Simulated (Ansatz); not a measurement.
in.yaml

```yaml
crystal:
  periodic: [false, false, false]
  atoms:
    - {symbol: Ga, position_ang: [0.000021, -0.459971, 1.819585]}
    - {symbol: N, position_ang: [-0.000068, -0.110649, -1.523212]}
    - {symbol: P, position_ang: [-0.000011, -0.246136, -3.046954]}
    - {symbol: H, position_ang: [0.000057, 0.816756, 2.750581]}
basis:
  gaussian: {orbitals: cc-pVDZ}
magnetization: {spin_polarized: true, initial_magnetization: 2}
correlation: {method: ccsd_t, electrons: outside_noble_gas}
```

```sh
$ ansatz run in.yaml --threads 1 --pin off --events-out ev --progress --plain --max-ram 2393MiB
```

The program prints:

```
696 factors; integrals over basis functions are off by at most 9.5e-4 eV
mean field evaluation 1: about -63093.0833 eV, gradient 2.6e1 eV
mean field evaluation 2: about -63093.0908 eV, gradient 2.6e1 eV
mean field evaluation 4: about -63097.6799 eV, gradient 3.7e0 eV
mean field evaluation 8: about -63099.3692 eV, gradient 4.3e-1 eV
mean field evaluation 16: about -63099.6975 eV, gradient 1.6e0 eV
mean field evaluation 32: about -63099.8817 eV, gradient 2.5e-1 eV
mean field evaluation 64: about -63099.3718 eV, gradient 7.0e-2 eV
mean field evaluation 96: about -63099.4093 eV, gradient 4.1e-1 eV
mean field evaluation 128: about -63099.2150 eV, gradient 4.7e0 eV
mean field evaluation 160: about -63098.6204 eV, gradient 1.3e-4 eV
mean field evaluation 192: about -63099.5409 eV, gradient 4.2e-2 eV
mean field evaluation 224: about -63096.1830 eV, gradient 1.8e-1 eV
mean field evaluation 256: about -63098.4701 eV, gradient 9.9e-2 eV
mean field evaluation 288: about -63098.6016 eV, gradient 3.4e-1 eV
mean field evaluation 320: about -63098.4520 eV, gradient 1.5e-1 eV
mean field evaluation 352: about -63098.4743 eV, gradient 2.5e-1 eV
mean field evaluation 384: about -63098.4743 eV, gradient 2.5e-1 eV
mean field evaluation 416: about -63097.6454 eV, gradient 9.8e-3 eV
mean field evaluation 448: about -63098.4553 eV, gradient 1.8e-1 eV
mean field evaluation 480: about -63098.3738 eV, gradient 7.8e-1 eV
mean field evaluation 512: about -63098.4650 eV, gradient 1.1e-1 eV
mean field evaluation 544: about -63098.4726 eV, gradient 8.6e-2 eV
mean field -63099.88441035 eV, -2318.8779814425 hartree, gradient 7.5e-6 eV, S^2 2.893301; 17 other end points of the search recorded, 0 dependent functions left out
determinant -63099.88441035 eV, -2318.8779814425 hartree, with singles and doubles -63108.79494907 eV, -2319.2054377006 hartree
determinant -63099.87944757 eV, -2318.8777990637 hartree, with singles and doubles -63108.79436622 eV, -2319.2054162815 hartree
determinant -63099.49518922 eV, -2318.8636778297 hartree, with singles and doubles -63108.45390294 eV, -2319.1929044865 hartree
determinant -63098.62039263 eV, -2318.8315296480 hartree, with singles and doubles -63106.93232923 eV, -2319.1369876842 hartree
determinant -63098.61815583 eV, -2318.8314474472 hartree, with singles and doubles -63106.93329821 eV, -2319.1370232936 hartree
determinant -63097.64548356 eV, -2318.7957024007 hartree, with singles and doubles -63106.10797791 eV, -2319.1066933317 hartree
determinant -63099.88441035 eV, -2318.8779814425 hartree, with singles and doubles -63108.81681106 eV, -2319.2062411140 hartree
determinant -63099.87944757 eV, -2318.8777990637 hartree, with singles and doubles -63108.81553492 eV, -2319.2061942169 hartree
determinant -63099.49518922 eV, -2318.8636778297 hartree, with singles and doubles -63108.47589401 eV, -2319.1937126434 hartree
determinant -63099.37151267 eV, -2318.8591328006 hartree, with singles and doubles -63108.84732362 eV, -2319.2073624300 hartree
20 core orbitals not correlated, not the lowest: weight in the atoms' cores, before any rotation towards them, 0.843 or more for the frozen orbitals, at most 0.167 for the correlated occupied ones
reference -63099.88441035 eV, -2318.8779814425 hartree; 8, 6 occupied and 36, 38 virtual orbitals, 696 factors
second order -6.93659250 eV of doubles, -0.00000000 eV of singles
cycle   1  -8.93240687 eV  change   -6.2e-6 eV  update   3.5e-6
perturbative correction -0.43232369 eV, -0.0158876025 hartree
Total energy: -63109.24914091 eV, -2319.2221289428 hartree
```

Ran on 1 thread of Arm Neoverse V2, shared host: 40 s wall, 0.17 GiB peak host memory.
